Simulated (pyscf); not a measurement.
Four-centre exchange: H₂B–OH + H₂O → HO–BH–OH + H₂

Gas phase, singlet surface, charge 0. Bonds broken: B1–H3, O6–H7. Bonds formed: B1–O6, H3–H7. PySCF, gas phase, ωB97X-D3(BJ)/def2-SVP geometries.

Transition state (Å):

```xyz
8

B     -1.1495    -0.2569    -0.3166
O     -1.4037    -0.3903     1.0320
H     -0.3827    -1.3146    -0.8483
H     -2.1035    -0.1310    -1.0528
H     -0.6070    -0.3953     1.5719
O      0.0491     0.7449    -0.6703
H      0.1480    -0.4233    -1.0085
H     -0.2098     1.3389    -1.3874
```

One imaginary mode, 1442i cm⁻¹; descent along it reached the two sides named.

```
bond   change  reactant side (Å)  saddle  product side
-----  ------  -----------------  ------  ------------
B1–H3  breaks              1.215   1.410           4.4
O6–H7  breaks              0.967   1.220         2.548
B1–O6   forms              2.022   1.602         1.369
H3–H7   forms                3.0   1.050         0.761
```

Electronic energies relative to the separated reactants (kcal/mol):

```json
[
 {"level": "ωB97X-D3(BJ)/def2-TZVP", "barrier": "22.2", "reaction energy": "-29.5", "reverse barrier": "51.7"},
 {"level": "PBE/def2-TZVP", "barrier": "15.3", "reaction energy": "-30.0", "reverse barrier": "45.3"},
 {"level": "r²SCAN/def2-TZVP", "barrier": "16.6", "reaction energy": "-31.9", "reverse barrier": "48.5"},
 {"level": "B3LYP-D3(BJ)/def2-TZVP", "barrier": "22.1", "reaction energy": "-30.3", "reverse barrier": "52.4"},
 {"level": "PBE0-D3(BJ)/def2-TZVP", "barrier": "17.7", "reaction energy": "-29.8", "reverse barrier": "47.5"},
 {"level": "M06-2X/def2-TZVP", "barrier": "21.2", "reaction energy": "-32.0", "reverse barrier": "53.2"},
 {"level": "ωB97M-D3(BJ)/def2-TZVP", "barrier": "21.5", "reaction energy": "-29.9", "reverse barrier": "51.4"},
 {"level": "HF/def2-TZVP", "barrier": "39.9", "reaction energy": "-28.2", "reverse barrier": "68.1"}
]
```

With ωB97M-D3(BJ)/def2-TZVP energies and thermal terms (ideal gas, 1 atm, RRHO with modes under 100 cm⁻¹ raised to 100, one conformer, R ln 2 for chiral ones without a mode under 150 cm⁻¹), in kcal/mol:

```
T (K)   ΔH‡   ΔG‡     ΔH     ΔG
-----  ----  ----  -----  -----
298    19.9  30.4  -32.4  -30.0
600    19.8  41.1  -31.5  -27.9
900    20.4  51.7  -30.7  -26.3
1200   21.3  62.0  -29.9  -25.0
```

At the saddle there is also a short B–H contact that neither side keeps. The same reactants have a lower exit, to H₂B–OH + H₂O (barrier +10.2 kcal/mol at ωB97M-D3(BJ)/def2-TZVP, against +21.5 kcal/mol here). One saddle was located; it need not be the lowest between these sides.
